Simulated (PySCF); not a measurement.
**Other spins and charges of BN, singlet at one geometry**

Geometry (PBE0/def2-TZVP stationary point for this spin):

```xyz
2

B     0.0000    0.0000    0.0000
N     0.0000    0.0000    1.2615
```

Basis 6-31G; PySCF 2.14.0. Correlated methods freeze the noble-gas cores. R marks a restricted (for open shells ROHF) determinant, U an unrestricted one.

Gaps are energies of the second state less the first, at fixed atoms, for a selection of the levels run; mean-field and cluster levels share one orbital occupation for each state, and full CI takes the lowest of the symmetries tried.

Unrestricted rows (U, and Kohn–Sham where it breaks symmetry) aren't spin-pure: their determinants' ⟨S²⟩ exceeds S(S+1) by up to 1.20, so they mix in states of higher spin. HF rows: RHF is the determinant under the cluster runs, UHF is the lowest solution found. The determinant for coupled cluster was chosen by a search with trial CCSD, here up to 0.09 eV above the lowest Hartree–Fock solution of its kind, and MP2 stands on that determinant too. A value is left out where its run failed or describes another state than the reference as far as symmetry and spin tell, or, spin-broken singlets apart, can't be checked.

Removing an electron, to the doublet: 11.762 eV at full CI (singlet A1, doublet ion B2, in C2v).

Large singles or doubles amplitudes warn of static correlation in the BN singlet and the BN⁺ doublet.

| level | gap (eV) | error (meV) |
| --- | --- | --- |
| RHF | 10.072 | -1690 |
| RMP2 | 12.312 | 550 |
| RCCSD | 11.633 | -129 |
| RCCSD(T) | 11.835 | 73 |
| RCCSDT | 11.741 | -21 |

PBE gives 0.036 eV for triplet less singlet. Estimate what full CI gives in 6-31G.

Full CI in 6-31G gives 0.412 eV, so against it PBE is off by -0.376 eV, of which a good part can be the reference's own basis and frozen-core error.

Large singles or doubles amplitudes warn of static correlation in the BN singlet.

```
   level  gap (eV)  error (meV)  ⟨S²⟩ where 0.1 over S(S+1) (first / second)
     RHF    -2.627        -3039                                        – / –
     UHF    -0.132         -544                                     1.20 / –
    RMP2     0.421            9                                        – / –
   RCCSD    -0.047         -459                                        – / –
RCCSD(T)     0.578          166                                        – / –
  RCCSDT     0.394          -18                                        – / –
  r2SCAN    -0.250         -662                                     1.02 / –
    PBE0    -0.237         -649                                     1.02 / –
   B3LYP    -0.208         -620                                     1.01 / –
   BHLYP    -0.186         -598                                     1.03 / –
 wB97M-V    -0.265         -677                                     1.02 / –
  B2PLYP    -0.259         -671                                     1.04 / –
```

Wrong sign: RHF, UHF, RCCSD, r2SCAN, PBE0, B3LYP, BHLYP, wB97M-V, B2PLYP.

In so small a basis the reference is far from its limit while semilocal and hybrid functionals are nearer theirs (RPA and double hybrids share part of the reference's basis error), so the functionals' errors here hold much of the reference's basis and frozen-core error, which can add to them or hide them. The set has no polarisation functions, which weighs most on the reference.

Full CI is exact within this basis and frozen core; it isn't the basis-set limit. The frozen core follows each run's orbitals, which can shift R against U totals by a few meV.
